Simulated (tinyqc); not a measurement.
Inside a calculation (part 1 of 2). Method: CCSD on RHF in the sto-6g basis, for H2O, spin multiplicity 1. Computed by tinyqc, a small Python program that keeps every step (integrals from PySCF). Settings: charge = 0, multiplicity = 1, basis = sto-6g, method = RHF, energy threshold = 1e-10, iteration cap = 58, orthogonalisation = symmetric, start = atomic densities, DIIS depth = 6, amplitude equations = CCSD, DIIS depth for amplitudes = 6, cap on updates = 65. Command: `OMP_NUM_THREADS=1 python tinyqc.py 22438 22439 out.jsonl` (the two numbers bound the seeds that draw the settings). One thread of a shared host (Intel(R) Xeon(R) Processor @ 2.60GHz), about 0.3 s of CPU time with the checks. The early iterations of the SCF are left out here.

## One-electron integrals

Geometry (angstrom):
```
atom,x,y,z
O,0.000000,0.000000,0.000000
H,0.000000,0.786000,0.766000
H,0.000000,-0.848000,0.827000
```

Basis sto-6g: exponents (1/bohr^2) and contraction coefficients of normalised primitives:
```
element,l (shell),exponent,coefficient
O,s (1),1355.584234,0.009164
O,s (1),248.544885,0.049361
O,s (1),69.533902,0.168538
O,s (1),23.886772,0.370563
O,s (1),9.275933,0.416492
O,s (1),3.820341,0.130334
O,s (2),52.187762,-0.013253
O,s (2),10.329320,-0.046992
O,s (2),3.210345,-0.033785
O,s (2),1.235135,0.250242
O,s (2),0.536420,0.595117
O,s (2),0.245881,0.240706
O,p (3),52.187762,0.003760
O,p (3),10.329320,0.037679
O,p (3),3.210345,0.173897
O,p (3),1.235135,0.418036
O,p (3),0.536420,0.425860
O,p (3),0.245881,0.101708
H,s (1),35.523221,0.009164
H,s (1),6.513144,0.049361
H,s (1),1.822143,0.168538
H,s (1),0.625955,0.370563
H,s (1),0.243077,0.416492
H,s (1),0.100112,0.130334
```

Overlap, kinetic and nuclear-attraction integrals over the contracted functions; the nuclear repulsion is the sum of Za Zb / Rab.

nuclear repulsion = 7.75490500 hartree

overlap S:
```
,1O 1s,1O 2s,1O 2px,1O 2py,1O 2pz,2H 1s,3H 1s
1O 1s,1.000000,0.231145,0.000000,0.000000,0.000000,0.040136,0.032825
1O 2s,0.231145,1.000000,0.000000,0.000000,0.000000,0.389816,0.341300
1O 2px,0.000000,0.000000,1.000000,0.000000,0.000000,0.000000,0.000000
1O 2py,0.000000,0.000000,0.000000,1.000000,0.000000,0.244234,-0.220370
1O 2pz,0.000000,0.000000,0.000000,0.000000,1.000000,0.238019,0.214912
2H 1s,0.040136,0.389816,0.000000,0.244234,0.238019,1.000000,0.210806
3H 1s,0.032825,0.341300,0.000000,-0.220370,0.214912,0.210806,1.000000
```

kinetic energy T (hartree):
```
,1O 1s,1O 2s,1O 2px,1O 2py,1O 2pz,2H 1s,3H 1s
1O 1s,29.327197,-0.896024,0.000000,0.000000,0.000000,-0.005805,-0.006479
1O 2s,-0.896024,0.842618,0.000000,0.000000,0.000000,0.070387,0.044261
1O 2px,0.000000,0.000000,2.531309,0.000000,0.000000,0.000000,0.000000
1O 2py,0.000000,0.000000,0.000000,2.531309,0.000000,0.133925,-0.100571
1O 2pz,0.000000,0.000000,0.000000,0.000000,2.531309,0.130517,0.098080
2H 1s,-0.005805,0.070387,0.000000,0.133925,0.130517,0.768522,-0.000987
3H 1s,-0.006479,0.044261,0.000000,-0.100571,0.098080,-0.000987,0.768522
```

nuclear attraction V (hartree):
```
,1O 1s,1O 2s,1O 2px,1O 2py,1O 2pz,2H 1s,3H 1s
1O 1s,-62.187225,-6.365994,0.000000,-0.001268,-0.016207,-1.263948,-1.031853
1O 2s,-6.365994,-9.925096,0.000000,-0.013514,-0.188331,-2.992150,-2.554924
1O 2px,0.000000,0.000000,-9.869533,0.000000,0.000000,0.000000,0.000000
1O 2py,-0.001268,-0.013514,0.000000,-9.954379,-0.008097,-1.659083,1.446264
1O 2pz,-0.016207,-0.188331,0.000000,-0.008097,-9.950167,-1.673178,-1.464508
2H 1s,-1.263948,-2.992150,0.000000,-1.659083,-1.673178,-5.339305,-1.179837
3H 1s,-1.031853,-2.554924,0.000000,1.446264,-1.464508,-1.179837,-5.084073
```

core Hamiltonian H = T + V (hartree):
```
,1O 1s,1O 2s,1O 2px,1O 2py,1O 2pz,2H 1s,3H 1s
1O 1s,-32.860028,-7.262018,0.000000,-0.001268,-0.016207,-1.269753,-1.038332
1O 2s,-7.262018,-9.082478,0.000000,-0.013514,-0.188331,-2.921763,-2.510662
1O 2px,0.000000,0.000000,-7.338224,0.000000,0.000000,0.000000,0.000000
1O 2py,-0.001268,-0.013514,0.000000,-7.423070,-0.008097,-1.525159,1.345694
1O 2pz,-0.016207,-0.188331,0.000000,-0.008097,-7.418858,-1.542661,-1.366428
2H 1s,-1.269753,-2.921763,0.000000,-1.525159,-1.542661,-4.570783,-1.180824
3H 1s,-1.038332,-2.510662,0.000000,1.345694,-1.366428,-1.180824,-4.315551
```

## Two-electron integrals

Functions are numbered as in S; the eight-fold symmetry (ij|kl) = (ji|kl) = (kl|ij) leaves the list below.

Two-electron integrals (ij|kl) in chemists' order, unique and non-zero (hartree):
```
i,j,k,l,(ij|kl)
1,1,1,1,4.787491
2,1,1,1,0.675884
2,1,2,1,0.121505
2,2,1,1,1.117379
2,2,2,1,0.249212
2,2,2,2,0.817383
3,1,3,1,0.025762
3,2,3,1,0.039145
3,2,3,2,0.180664
3,3,1,1,1.117381
3,3,2,1,0.249212
3,3,2,2,0.817382
3,3,3,3,0.880663
4,1,4,1,0.025762
4,2,4,1,0.039145
4,2,4,2,0.180664
4,3,4,3,0.047461
4,4,1,1,1.117381
4,4,2,1,0.249212
4,4,2,2,0.817382
4,4,3,3,0.785741
4,4,4,4,0.880663
5,1,5,1,0.025762
5,2,5,1,0.039145
5,2,5,2,0.180664
5,3,5,3,0.047461
5,4,5,4,0.047461
5,5,1,1,1.117381
5,5,2,1,0.249212
5,5,2,2,0.817382
5,5,3,3,0.785741
5,5,4,4,0.785741
5,5,5,5,0.880663
6,1,1,1,0.124980
6,1,2,1,0.021543
6,1,2,2,0.043248
6,1,3,3,0.043155
6,1,4,1,0.000757
6,1,4,2,0.001481
6,1,4,4,0.043297
6,1,5,1,0.000737
6,1,5,2,0.001443
6,1,5,4,0.000138
6,1,5,5,0.043290
6,1,6,1,0.003893
6,2,1,1,0.315277
6,2,2,1,0.071357
6,2,2,2,0.260583
6,2,3,3,0.256179
6,2,4,1,0.004104
6,2,4,2,0.030787
6,2,4,4,0.262955
6,2,5,1,0.004000
6,2,5,2,0.030004
6,2,5,4,0.006604
6,2,5,5,0.262614
6,2,6,1,0.012732
6,2,6,2,0.105112
6,3,3,1,0.007775
6,3,3,2,0.044274
6,3,4,3,0.006294
6,3,5,3,0.006134
6,3,6,3,0.014538
6,4,1,1,0.166978
6,4,2,1,0.038316
6,4,2,2,0.149208
6,4,3,3,0.142574
6,4,4,1,0.009682
6,4,4,2,0.060746
6,4,4,4,0.158913
6,4,5,1,0.001858
6,4,5,2,0.016053
6,4,5,4,0.009789
6,4,5,5,0.146136
6,4,6,1,0.007135
6,4,6,2,0.073158
6,4,6,4,0.064856
6,5,1,1,0.162729
6,5,2,1,0.037341
6,5,2,2,0.145411
6,5,3,3,0.138946
6,5,4,1,0.001858
6,5,4,2,0.016053
6,5,4,4,0.142601
6,5,5,1,0.009586
6,5,5,2,0.059918
6,5,5,4,0.009857
6,5,5,5,0.154686
6,5,6,1,0.006954
6,5,6,2,0.071297
6,5,6,4,0.049038
6,5,6,5,0.062328
6,6,1,1,0.471718
6,6,2,1,0.108751
6,6,2,2,0.455352
6,6,3,3,0.437576
6,6,4,1,0.007800
6,6,4,2,0.080925
6,6,4,4,0.464926
6,6,5,1,0.007601
6,6,5,2,0.078866
6,6,5,4,0.026655
6,6,5,5,0.463552
6,6,6,1,0.019581
6,6,6,2,0.237300
6,6,6,4,0.188319
6,6,6,5,0.183527
6,6,6,6,0.774999
7,1,1,1,0.102070
7,1,2,1,0.017602
7,1,2,2,0.035361
7,1,3,3,0.035286
7,1,4,1,-0.000619
7,1,4,2,-0.001214
7,1,4,4,0.035401
7,1,5,1,0.000603
7,1,5,2,0.001184
7,1,5,4,-0.000112
7,1,5,5,0.035395
7,1,6,1,0.003141
7,1,6,2,0.010117
7,1,6,4,0.005177
7,1,6,5,0.005529
7,1,6,6,0.015413
7,1,7,1,0.002599
7,2,1,1,0.268873
7,2,2,1,0.060908
7,2,2,2,0.223843
7,2,3,3,0.220002
7,2,4,1,-0.003508
7,2,4,2,-0.026797
7,2,4,4,0.225907
7,2,5,1,0.003421
7,2,5,2,0.026133
7,2,5,4,-0.005759
7,2,5,5,0.225619
7,2,6,1,0.010560
7,2,6,2,0.074708
7,2,6,4,0.035711
7,2,6,5,0.049622
7,2,6,6,0.140091
7,2,7,1,0.008889
7,2,7,2,0.079151
7,3,3,1,0.006488
7,3,3,2,0.037428
7,3,4,3,-0.005423
7,3,5,3,0.005289
7,3,6,3,0.009903
7,3,7,3,0.010668
7,4,1,1,-0.146165
7,4,2,1,-0.033556
7,4,2,2,-0.131451
7,4,3,3,-0.125706
7,4,4,1,0.008137
7,4,4,2,0.051953
7,4,4,4,-0.139827
7,4,5,1,-0.001608
7,4,5,2,-0.014165
7,4,5,4,0.008482
7,4,5,5,-0.128820
7,4,6,1,-0.005558
7,4,6,2,-0.037022
7,4,6,4,-0.008264
7,4,6,5,-0.024026
7,4,6,6,-0.062352
7,4,7,1,-0.005100
7,4,7,2,-0.056476
7,4,7,4,0.050446
7,5,1,1,0.142546
7,5,2,1,0.032725
7,5,2,2,0.128196
7,5,3,3,0.122593
7,5,4,1,-0.001608
7,5,4,2,-0.014165
7,5,4,4,0.125786
7,5,5,1,0.008056
7,5,5,2,0.051243
7,5,5,4,-0.008538
7,5,5,5,0.136208
7,5,6,1,0.005913
7,5,6,2,0.050502
7,5,6,4,0.023692
7,5,6,5,0.042880
7,5,6,6,0.103645
7,5,7,1,0.004973
7,5,7,2,0.055078
7,5,7,4,-0.038793
7,5,7,5,0.048500
7,6,1,1,0.114699
7,6,2,1,0.026298
7,6,2,2,0.105940
7,6,3,3,0.103171
7,6,4,1,-0.000035
7,6,4,2,-0.000408
7,6,4,4,0.104773
7,6,5,1,0.002197
7,6,5,2,0.020419
7,6,5,4,-0.000115
7,6,5,5,0.109876
7,6,6,1,0.004657
7,6,6,2,0.044210
7,6,6,4,0.026389
7,6,6,5,0.033776
7,6,6,6,0.108541
7,6,7,1,0.003812
7,6,7,2,0.038982
7,6,7,4,-0.024251
7,6,7,5,0.030424
7,6,7,6,0.024431
7,7,1,1,0.439944
7,7,2,1,0.101501
7,7,2,2,0.428499
7,7,3,3,0.412409
7,7,4,1,-0.006933
7,7,4,2,-0.074107
7,7,4,4,0.437148
7,7,5,1,0.006762
7,7,5,2,0.072272
7,7,5,4,-0.024127
7,7,5,5,0.435938
7,7,6,1,0.017592
7,7,6,2,0.153391
7,7,6,4,0.066277
7,7,6,5,0.111117
7,7,6,6,0.319576
7,7,7,1,0.014923
7,7,7,2,0.200346
7,7,7,4,-0.162720
7,7,7,5,0.158691
7,7,7,6,0.108541
7,7,7,7,0.774999
```

## Orthogonalisation

S = U s U^T; symmetric (Loewdin) form X = U s^(-1/2) U^T, so that X^T S X = 1.

eigenvalues of S: 0.451833  0.557582  0.879525  1.000000  1.110849  1.238504  1.761706

X:
```
,1O 1s,1O 2s,1O 2px,1O 2py,1O 2pz,2H 1s,3H 1s
1O 1s,1.022191,-0.131125,0.000000,-0.000887,-0.006952,0.017251,0.015134
1O 2s,-0.131125,1.138301,0.000000,0.011687,0.071116,-0.224002,-0.181509
1O 2px,0.000000,0.000000,1.000000,0.000000,0.000000,0.000000,0.000000
1O 2py,-0.000887,0.011687,0.000000,1.055076,0.006298,-0.161958,0.142482
1O 2pz,-0.006952,0.071116,0.000000,0.006298,1.043076,-0.134097,-0.112643
2H 1s,0.017251,-0.224002,0.000000,-0.161958,-0.134097,1.133912,-0.076241
3H 1s,0.015134,-0.181509,0.000000,0.142482,-0.112643,-0.076241,1.101397
```

## Iteration 8 (converged): orbitals

converged F (hartree):
```
,1O 1s,1O 2s,1O 2px,1O 2py,1O 2pz,2H 1s,3H 1s
1O 1s,-20.538839,-4.966605,0.000000,-0.001440,-0.023820,-0.870249,-0.712561
1O 2s,-4.966605,-2.309239,0.000000,-0.013576,-0.071420,-0.800702,-0.692231
1O 2px,0.000000,0.000000,-0.400465,0.000000,0.000000,0.000000,0.000000
1O 2py,-0.001440,-0.013576,0.000000,-0.228437,-0.018409,-0.335335,0.309627
1O 2pz,-0.023820,-0.071420,0.000000,-0.018409,-0.264926,-0.359639,-0.333893
2H 1s,-0.870249,-0.800702,0.000000,-0.335335,-0.359639,-0.432065,-0.271888
3H 1s,-0.712561,-0.692231,0.000000,0.309627,-0.333893,-0.271888,-0.359204
```

Diagonalise F' = X^T F X, C = X C', fill 5 alpha and 5 beta electrons from the bottom; D = 2 C_occ C_occ^T. Each column has its largest component positive (the first on a tie).

F' = X^T F X (hartree):
```
,1,2,3,4,5,6,7
1,-20.215182,-2.497292,0.000000,-0.002154,-0.045917,-0.123664,-0.085413
2,-2.497292,-1.301307,0.000000,0.009048,0.102434,-0.402526,-0.336756
3,0.000000,0.000000,-0.400465,0.000000,0.000000,0.000000,0.000000
4,-0.002154,0.009048,0.000000,-0.052710,-0.003256,-0.375678,0.348847
5,-0.045917,0.102434,0.000000,-0.003256,-0.124236,-0.329465,-0.296354
6,-0.123664,-0.402526,0.000000,-0.375678,-0.329465,-0.026626,-0.084999
7,-0.085413,-0.336756,0.000000,0.348847,-0.296354,-0.084999,-0.041639
```

orbital energies (hartree): MO1 -20.541716, MO2 -1.215344, MO3 -0.517412, MO4 -0.459614, MO5 -0.400465, MO6 0.441764, MO7 0.530623

coefficients C:
```
,MO1,MO2,MO3,MO4,MO5,MO6,MO7
1O 1s,0.996910,-0.228742,0.023941,0.085055,0.000000,0.082050,0.044172
1O 2s,0.013865,0.899908,-0.132807,-0.462815,0.000000,-0.519802,-0.298636
1O 2px,0.000000,0.000000,0.000000,0.000000,1.000000,0.000000,0.000000
1O 2py,0.000254,0.014166,0.625810,-0.125600,0.000000,0.359509,-0.789325
1O 2pz,0.002311,0.082238,0.142706,0.690223,0.000000,-0.708926,-0.343085
2H 1s,-0.002815,0.146232,0.502406,0.254117,0.000000,0.318435,0.972870
3H 1s,-0.002298,0.120866,-0.383422,0.442879,0.000000,0.889711,-0.368373
```

D after iteration 8:
```
,1O 1s,1O 2s,1O 2px,1O 2py,1O 2pz,2H 1s,3H 1s
1O 1s,2.107921,-0.469138,0.000000,0.002624,0.091233,-0.005227,-0.002897
1O 2s,-0.469138,2.083724,0.000000,-0.024462,-0.528718,-0.105552,-0.090627
1O 2px,0.000000,0.000000,2.000000,0.000000,0.000000,0.000000,0.000000
1O 2py,0.002624,-0.024462,0.000000,0.815227,0.007561,0.569129,-0.587727
1O 2pz,0.091233,-0.528718,0.000000,0.007561,1.007083,0.518227,0.521806
2H 1s,-0.005227,-0.105552,0.000000,0.569129,0.518227,0.676759,-0.124819
3H 1s,-0.002897,-0.090627,0.000000,-0.587727,0.521806,-0.124819,0.715537
```

## Convergence

Stop when the energy changes by less than 1e-10 hartree and every element of the error matrix X^T (F D S - S D F) X is below 3e-06.

Course of the cycle:
```
iteration,E (hartree),change,largest element of the error matrix
1,-75.82272574,-,9.70e-01
2,-75.58220615,2.41e-01,2.11e-01
3,-75.63685189,-5.46e-02,3.72e-02
4,-75.63892076,-2.07e-03,4.78e-03
5,-75.63895382,-3.31e-05,5.17e-04
6,-75.63895469,-8.69e-07,1.55e-04
7,-75.63895479,-9.87e-08,4.98e-06
8,-75.63895479,-6.11e-11,4.26e-07
```

PySCF RHF in the same basis = -75.63895479 hartree

Converged in 8 iterations.

## Integrals over molecular orbitals

(pq|rs) = sum C_ip C_jq C_kr C_ls (ij|kl), one index at a time.

one-electron integrals over orbitals h = C^T H C (hartree):
```
,1,2,3,4,5,6,7
1,-32.847672,0.579079,-0.059783,-0.209337,0.000000,-0.209606,-0.113487
2,0.579079,-7.605482,0.122110,0.550913,0.000000,1.041115,0.564038
3,-0.059783,0.122110,-6.070325,-0.162038,0.000000,-0.529623,1.639808
4,-0.209337,0.550913,-0.162038,-6.397605,0.000000,1.413928,0.230448
5,0.000000,0.000000,0.000000,0.000000,-7.338224,0.000000,0.000000
6,-0.209606,1.041115,-0.529623,1.413928,0.000000,-5.416858,-0.015035
7,-0.113487,0.564038,1.639808,0.230448,0.000000,-0.015035,-5.415397
```

Two-electron integrals over orbitals (pq|rs), unique and non-zero (hartree):
```
p,q,r,s,(pq|rs)
1,1,1,1,4.763857
2,1,1,1,-0.441536
2,1,2,1,0.066012
2,2,1,1,1.039469
2,2,2,1,-0.016609
2,2,2,2,0.730057
3,1,1,1,0.047471
3,1,2,1,-0.006491
3,1,2,2,0.003948
3,1,3,1,0.012632
3,2,1,1,-0.037827
3,2,2,1,0.002569
3,2,2,2,0.000607
3,2,3,1,0.017453
3,2,3,2,0.128900
3,3,1,1,0.787275
3,3,2,1,-0.005203
3,3,2,2,0.624817
3,3,3,1,-0.000935
3,3,3,2,0.003118
3,3,3,3,0.604856
4,1,1,1,0.167722
4,1,2,1,-0.023522
4,1,2,2,0.012013
4,1,3,1,0.003284
4,1,3,2,-0.000054
4,1,3,3,0.004892
4,1,4,1,0.023437
4,2,1,1,-0.157887
4,2,2,1,0.008379
4,2,2,2,-0.030550
4,2,3,1,-0.000176
4,2,3,2,0.004316
4,2,3,3,-0.005327
4,2,4,1,0.016438
4,2,4,2,0.127384
4,3,1,1,0.039243
4,3,2,1,-0.001496
4,3,2,2,0.014607
4,3,3,1,-0.003220
4,3,3,2,0.018563
4,3,3,3,0.018943
4,3,4,1,-0.002324
4,3,4,2,-0.023756
4,3,4,3,0.057277
4,4,1,1,0.891563
4,4,2,1,-0.010059
4,4,2,2,0.644140
4,4,3,1,-0.000055
4,4,3,2,-0.027067
4,4,3,3,0.562094
4,4,4,1,-0.007060
4,4,4,2,-0.075985
4,4,4,3,0.004840
4,4,4,4,0.664980
5,1,5,1,0.026641
5,2,5,1,0.033254
5,2,5,2,0.151864
5,3,5,1,-0.003329
5,3,5,2,-0.012194
5,3,5,3,0.028762
5,4,5,1,-0.011651
5,4,5,2,-0.043597
5,4,5,3,0.005521
5,4,5,4,0.045077
5,5,1,1,1.117104
5,5,2,1,-0.011632
5,5,2,2,0.758693
5,5,3,1,0.001189
5,5,3,2,-0.019244
5,5,3,3,0.613628
5,5,4,1,0.004186
5,5,4,2,-0.083252
5,5,4,3,0.021838
5,5,4,4,0.665295
5,5,5,5,0.880663
6,1,1,1,0.166454
6,1,2,1,-0.026555
6,1,2,2,0.001821
6,1,3,1,0.006049
6,1,3,2,0.004427
6,1,3,3,-0.001259
6,1,4,1,-0.004378
6,1,4,2,-0.020691
6,1,4,3,0.001932
6,1,4,4,0.013284
6,1,5,5,0.004102
6,1,6,1,0.025002
6,2,1,1,-0.228653
6,2,2,1,0.005468
6,2,2,2,-0.114525
6,2,3,1,0.002693
6,2,3,2,0.019821
6,2,3,3,-0.068522
6,2,4,1,-0.017848
6,2,4,2,-0.038145
6,2,4,3,-0.008366
6,2,4,4,-0.040825
6,2,5,5,-0.119380
6,2,6,1,0.013578
6,2,6,2,0.089569
6,3,1,1,0.111407
6,3,2,1,-0.002310
6,3,2,2,0.052439
6,3,3,1,-0.003338
6,3,3,2,0.012132
6,3,3,3,0.043226
6,3,4,1,0.001167
6,3,4,2,-0.024418
6,3,4,3,0.029733
6,3,4,4,0.018876
6,3,5,5,0.062010
6,3,6,1,-0.000612
6,3,6,2,-0.027781
6,3,6,3,0.063368
6,4,1,1,-0.289239
6,4,2,1,0.003694
6,4,2,2,-0.139860
6,4,3,1,-0.002753
6,4,3,2,-0.019548
6,4,3,3,-0.066675
6,4,4,1,0.001169
6,4,4,2,0.068011
6,4,4,3,-0.032431
6,4,4,4,-0.117772
6,4,5,5,-0.163364
6,4,6,1,-0.004561
6,4,6,2,0.045939
6,4,6,3,-0.058025
6,4,6,4,0.132501
6,5,5,1,-0.010555
6,5,5,2,-0.041758
6,5,5,3,0.009628
6,5,5,4,-0.009331
6,5,6,5,0.031775
6,6,1,1,0.803190
6,6,2,1,-0.007867
6,6,2,2,0.596868
6,6,3,1,-0.002067
6,6,3,2,-0.051309
6,6,3,3,0.541723
6,6,4,1,0.014826
6,6,4,2,0.039268
6,6,4,3,-0.043644
6,6,4,4,0.571828
6,6,5,5,0.586808
6,6,6,1,-0.009181
6,6,6,2,-0.079844
6,6,6,3,-0.018791
6,6,6,4,-0.028226
6,6,6,6,0.637791
7,1,1,1,0.090515
7,1,2,1,-0.014744
7,1,2,2,0.000082
7,1,3,1,-0.012792
7,1,3,2,-0.020572
7,1,3,3,0.002391
7,1,4,1,0.001710
7,1,4,2,-0.005475
7,1,4,3,0.004753
7,1,4,4,0.004881
7,1,5,5,0.002186
7,1,6,1,0.004109
7,1,6,2,-0.002362
7,1,6,3,0.004278
7,1,6,4,0.001734
7,1,6,6,0.002921
7,1,7,1,0.020609
7,2,1,1,-0.126840
7,2,2,1,0.002855
7,2,2,2,-0.062769
7,2,3,1,-0.014982
7,2,3,2,-0.049432
7,2,3,3,-0.018570
7,2,4,1,-0.005167
7,2,4,2,-0.000459
7,2,4,3,0.028130
7,2,4,4,-0.038634
7,2,5,5,-0.064953
7,2,6,1,-0.002464
7,2,6,2,0.012677
7,2,6,3,0.016078
7,2,6,4,0.026770
7,2,6,6,-0.045108
7,2,7,1,0.016657
7,2,7,2,0.073940
7,3,1,1,-0.347566
7,3,2,1,0.006187
7,3,2,2,-0.153051
7,3,3,1,0.000460
7,3,3,2,0.042847
7,3,3,3,-0.083261
7,3,4,1,0.000611
7,3,4,2,0.073844
7,3,4,3,0.002673
7,3,4,4,-0.125029
7,3,5,5,-0.190002
7,3,6,1,-0.004476
7,3,6,2,0.049355
7,3,6,3,-0.018794
7,3,6,4,0.088397
7,3,6,6,-0.075882
7,3,7,1,-0.003057
7,3,7,2,0.038606
7,3,7,3,0.164908
7,4,1,1,-0.046295
7,4,2,1,0.000316
7,4,2,2,-0.019233
7,4,3,1,0.007554
7,4,3,2,0.064233
7,4,3,3,-0.004487
7,4,4,1,-0.001525
7,4,4,2,-0.002281
7,4,4,3,0.008374
7,4,4,4,-0.032781
7,4,5,5,-0.025971
7,4,6,1,0.003949
7,4,6,2,0.017782
7,4,6,3,0.030708
7,4,6,4,-0.010709
7,4,6,6,-0.051336
7,4,7,1,-0.008651
7,4,7,2,-0.007699
7,4,7,3,0.043322
7,4,7,4,0.058884
7,5,5,1,-0.005682
7,5,5,2,-0.022548
7,5,5,3,-0.020902
7,5,5,4,0.001772
7,5,6,5,0.004197
7,5,7,5,0.025783
7,6,1,1,0.006624
7,6,2,1,-0.000124
7,6,2,2,0.008639
7,6,3,1,0.005257
7,6,3,2,0.052566
7,6,3,3,0.005451
7,6,4,1,0.004370
7,6,4,2,0.011935
7,6,4,3,0.039199
7,6,4,4,-0.018969
7,6,5,5,0.001512
7,6,6,1,-0.002061
7,6,6,2,-0.015595
7,6,6,3,0.024872
7,6,6,4,-0.028356
7,6,6,6,-0.040401
7,6,7,1,-0.006575
7,6,7,2,-0.000574
7,6,7,3,0.031695
7,6,7,4,0.028440
7,6,7,6,0.055590
7,7,1,1,0.811959
7,7,2,1,-0.007813
7,7,2,2,0.605485
7,7,3,1,0.007361
7,7,3,2,0.061834
7,7,3,3,0.591069
7,7,4,1,0.005075
7,7,4,2,-0.012851
7,7,4,3,0.046083
7,7,4,4,0.541584
7,7,5,5,0.594974
7,7,6,1,0.003045
7,7,6,2,-0.057108
7,7,6,3,0.061128
7,7,6,4,-0.080028
7,7,6,6,0.498923
7,7,7,1,-0.006264
7,7,7,2,-0.025421
7,7,7,3,-0.042992
7,7,7,4,0.035576
7,7,7,6,0.048445
7,7,7,7,0.642046
```

## CCSD: starting amplitudes

t_ij^ab = <ij||ab> / (e_i + e_j - e_a - e_b), whose energy is MP2.

Starting amplitudes (spin orbitals 1a, 1b, ...; amplitudes related by a flip of all spins are not repeated; the 24 largest):
```
from,to,t
3a 3b,7a 7b,-0.078675
4a 4b,6a 6b,-0.073499
3a 4b,6b 7a,0.045346
3a 3b,6a 6b,-0.033032
3a 4b,6a 6b,0.031187
4a 4b,7a 7b,-0.029732
3a 4a,6a 7a,0.029593
2a 2b,6a 6b,-0.027026
3a 4b,7a 7b,-0.021254
2a 2b,7a 7b,-0.021174
5a 5b,6a 6b,-0.018863
2a 3b,6a 7b,-0.018245
2a 4b,6a 6b,-0.017956
3a 4b,6a 7b,-0.015752
5a 5b,7a 7b,-0.013846
2a 3b,7a 7b,-0.013817
2a 3a,6a 7a,-0.012302
2a 3b,6a 6b,0.010618
2a 4b,6b 7a,0.010112
3a 3b,6a 7b,0.009363
2a 4b,6a 7b,-0.006717
2a 3b,6b 7a,0.005943
4a 4b,6a 7b,0.005661
2a 2b,6a 7b,-0.003725
```

correlation energy = -0.05703808 hartree

## CCSD: amplitude update 1

t_i^a D_i^a and t_ij^ab D_ij^ab are set to the remaining terms of the spin-orbital equations, evaluated with the old amplitudes; for the doubles these are <ij||ab> + 1/2 <ab||ef> t_ij^ef + 1/2 <mn||ij> t_mn^ab + P(ij)P(ab) <mb||ej> t_im^ae + terms in t^2 + terms with t1, D the orbital-energy denominators.

Amplitudes after update 1 (spin orbitals 1a, 1b, ...; amplitudes related by a flip of all spins are not repeated; the 24 largest):
```
from,to,t
3a 3b,7a 7b,-0.101582
4a 4b,6a 6b,-0.095445
3a 4b,6b 7a,0.055212
3a 3b,6a 6b,-0.045449
3a 4b,6a 6b,0.044782
4a 4b,7a 7b,-0.038975
3a 4b,7a 7b,-0.029720
2a 2b,6a 6b,-0.029589
3a 4a,6a 7a,0.028763
3a 4b,6a 7b,-0.026449
2a 4b,6a 6b,-0.026415
5a 5b,6a 6b,-0.022701
2a 2b,7a 7b,-0.022650
2a 3b,6a 7b,-0.021890
2a 3b,7a 7b,-0.019309
5a 5b,7a 7b,-0.015181
2a 3b,6a 6b,0.014046
2a 4b,6b 7a,0.011793
2a 3a,6a 7a,-0.011026
2a 3b,6b 7a,0.010863
4a 4b,6a 7b,0.010443
3a 3b,6a 7b,0.009508
2a 4b,6a 7b,-0.008905
4a,6a,0.008636
```

correlation energy = -0.07223353 hartree

## CCSD: amplitude update 2

As before.

Amplitudes after update 2 (spin orbitals 1a, 1b, ...; amplitudes related by a flip of all spins are not repeated; the 24 largest):
```
from,to,t
3a 3b,7a 7b,-0.110006
4a 4b,6a 6b,-0.104845
3a 4b,6b 7a,0.058088
3a 4b,6a 6b,0.050789
3a 3b,6a 6b,-0.050225
4a 4b,7a 7b,-0.042564
3a 4b,7a 7b,-0.033614
3a 4b,6a 7b,-0.032411
2a 2b,6a 6b,-0.029548
2a 4b,6a 6b,-0.029492
3a 4a,6a 7a,0.025677
5a 5b,6a 6b,-0.023694
2a 3b,6a 7b,-0.022323
2a 2b,7a 7b,-0.022286
2a 3b,7a 7b,-0.021211
2a 3b,6a 6b,0.015085
5a 5b,7a 7b,-0.015026
2a 3b,6b 7a,0.013119
4a,6a,0.012673
4a 4b,6a 7b,0.012606
2a 4b,6b 7a,0.012036
2a 4b,6a 7b,-0.009741
2a 3a,6a 7a,-0.009204
3a 3b,6a 7b,0.008975
```

correlation energy = -0.07745139 hartree
